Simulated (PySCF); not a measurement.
System (SMILES): C#C (C2H2).
Geometry (B3LYP-D3(BJ)/def2-TZVP, fixed):
```xyz
4

C      0.0000     0.0000    -0.5984
C      0.0000     0.0000     0.5984
H      0.0000     0.0000     1.6611
H      0.0000     0.0000    -1.6611
```
Charge 0, spin multiplicity 1.

Basis-set convergence of the mean static polarisability at PBE0 with PySCF. All functions are spherical. Density fitting with generated auxiliary sets. No added dispersion term, no relativity. Reference: the value in d-aug-cc-pVTZ, 23.30 bohr³, itself unsure by roughly 0.3 % (its mean distance from aug-pcseg-3, aug-cc-pVQZ, aug-pcseg-2). Deviations are taken from unrounded values.

```json
[
 {"basis": "cc-pVDZ", "functions": "38", "mean static polarisability (bohr³)": "15.90"},
 {"basis": "aug-cc-pVDZ", "functions": "64", "mean static polarisability (bohr³)": "22.67"},
 {"basis": "def2-SVP", "functions": "38", "mean static polarisability (bohr³)": "15.93"},
 {"basis": "def2-SVPD", "functions": "56", "mean static polarisability (bohr³)": "21.92"},
 {"basis": "pcseg-1", "functions": "38", "mean static polarisability (bohr³)": "16.13"},
 {"basis": "aug-pcseg-1", "functions": "64", "mean static polarisability (bohr³)": "23.03"},
 {"basis": "6-311G**", "functions": "48", "mean static polarisability (bohr³)": "16.55"},
 {"basis": "6-311+G**", "functions": "56", "mean static polarisability (bohr³)": "18.93"},
 {"basis": "def2-TZVP", "functions": "74", "mean static polarisability (bohr³)": "19.80"},
 {"basis": "def2-TZVPD", "functions": "92", "mean static polarisability (bohr³)": "22.98"},
 {"basis": "cc-pVTZ", "functions": "88", "mean static polarisability (bohr³)": "19.31"},
 {"basis": "aug-cc-pVTZ", "functions": "138", "mean static polarisability (bohr³)": "23.18"},
 {"basis": "pcseg-2", "functions": "88", "mean static polarisability (bohr³)": "19.39"},
 {"basis": "aug-pcseg-2", "functions": "138", "mean static polarisability (bohr³)": "23.15"},
 {"basis": "def2-TZVPP", "functions": "90", "mean static polarisability (bohr³)": "19.97"},
 {"basis": "def2-TZVPPD", "functions": "108", "mean static polarisability (bohr³)": "22.96"},
 {"basis": "cc-pVQZ", "functions": "170", "mean static polarisability (bohr³)": "21.06"},
 {"basis": "aug-cc-pVQZ", "functions": "252", "mean static polarisability (bohr³)": "23.27"},
 {"basis": "def2-QZVPP", "functions": "174", "mean static polarisability (bohr³)": "21.44"},
 {"basis": "def2-QZVPPD", "functions": "192", "mean static polarisability (bohr³)": "23.20"},
 {"basis": "pcseg-3", "functions": "186", "mean static polarisability (bohr³)": "22.12"},
 {"basis": "aug-pcseg-3", "functions": "268", "mean static polarisability (bohr³)": "23.29"}
]
```

What the diffuse functions change, pair by pair:
- cc-pVDZ to aug-cc-pVDZ: 26 more functions, deviation -31.8 to -2.7 %
- def2-SVP to def2-SVPD: 18 more functions, deviation -31.6 to -5.9 %
- pcseg-1 to aug-pcseg-1: 26 more functions, deviation -30.8 to -1.2 %
- 6-311G** to 6-311+G**: 8 more functions, deviation -29.0 to -18.8 %
- def2-TZVP to def2-TZVPD: 18 more functions, deviation -15.0 to -1.4 %
- cc-pVTZ to aug-cc-pVTZ: 50 more functions, deviation -17.1 to -0.5 %
- pcseg-2 to aug-pcseg-2: 50 more functions, deviation -16.8 to -0.7 %
- def2-TZVPP to def2-TZVPPD: 18 more functions, deviation -14.3 to -1.5 %
- cc-pVQZ to aug-cc-pVQZ: 82 more functions, deviation -9.6 to -0.1 %
- def2-QZVPP to def2-QZVPPD: 18 more functions, deviation -8.0 to -0.5 %
- pcseg-3 to aug-pcseg-3: 82 more functions, deviation -5.1 to -0.1 %

They bring the value nearer the reference by more than 0.3 % in 11 of 11 pairs.
